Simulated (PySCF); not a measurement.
Li2, SMILES [Li][Li].

Geometry: B3LYP-D3(BJ)/def2-TZVPD.

Two levels are set side by side: PBE/def2-TZVPD (PySCF) and B3LYP/def2-TZVPD (PySCF). Same geometry, gas phase. Differences are taken from unrounded values.

```csv
quantity,B3LYP,PBE,PBE minus B3LYP
orbital gap (eV),2.22,1.44,-0.77
highest occupied level (eV),-3.65,-3.23,0.42
lowest empty level (eV),-1.44,-1.79,-0.35
mean polarisability (bohr³),192.1,197.0,4.9
```

Without exact exchange PBE keeps part of each electron's self-repulsion, which lifts occupied levels and narrows the gap. Differences between two approximate levels are no errors against the true value.

Rough cost on one machine, each run with all the roots and properties that it gave: B3LYP against PBE within a factor of 2.
